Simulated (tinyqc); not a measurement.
Inside a calculation. Method: coupled-perturbed Hartree-Fock on RHF in the sto-3g basis, for H2O, spin multiplicity 1. One step of it, computed by the program tinyqc.

Task: Response to a field: uncoupled start. Field along z; U_ai = -mu_ai / (e_a - e_i), alpha = -4 sum U_ai mu_ai.

orbital energies (hartree): MO1 -20.246305, MO2 -1.242933, MO3 -0.594211, MO4 -0.443644, MO5 -0.387570, MO6 0.554481, MO7 0.688767

dipole integrals <a|z|i> (bohr), order a6, a7:
$$\begin{pmatrix}
0.043614 & -0.085735 & 0.000000 & -0.503489 & 0.000000 \\
0.000000 & 0.000000 & -0.650903 & 0.000000 & 0.000000
\end{pmatrix}$$

Give: uncoupled U; uncoupled polarisability.

Result:

uncoupled U, order a6, a7:
$$\begin{pmatrix}
-0.0021 & 0.0477 & 0.0000 & 0.5044 & 0.0000 \\
0.0000 & 0.0000 & 0.5073 & 0.0000 & 0.0000
\end{pmatrix}$$

uncoupled polarisability = 2.3535 bohr^3
